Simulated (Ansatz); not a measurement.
Diamond was calculated with PBE in Ansatz (PAW).

Numerical settings: plane-wave cutoff 520 eV, 12×12×12 k mesh, perturbation theory, force constants from a 4×4×4 q mesh, scalar-relativistic PAW data made under PBE.

Quasi-harmonic isothermal bulk modulus against temperature at zero pressure (zero-point motion included); the last value is withheld.

| T (K) | isothermal bulk modulus (GPa) |
|---|---|
| 300 | 421.6 |
| 400 | 420.4 |
| 500 | 418.8 |
| 600 | 417.0 |
| 700 | 415.0 |
| 800 | ? |

Question: Fit a straight line to the rows shown and predict the value at 800 K.

Answer: Means: 500 K and 418.56 GPa. Σ(T − T̄)(y − ȳ) = -1660.0 and Σ(T − T̄)² = 100000, so the slope is -0.0166 GPa/K. At 800 K: 418.56 + (-0.0166) × 300 = 413.6 GPa. The run gives 412.8 GPa.

Anharmonicity beyond the change of volume is left out.

Ansatz is a program for electronic structure.
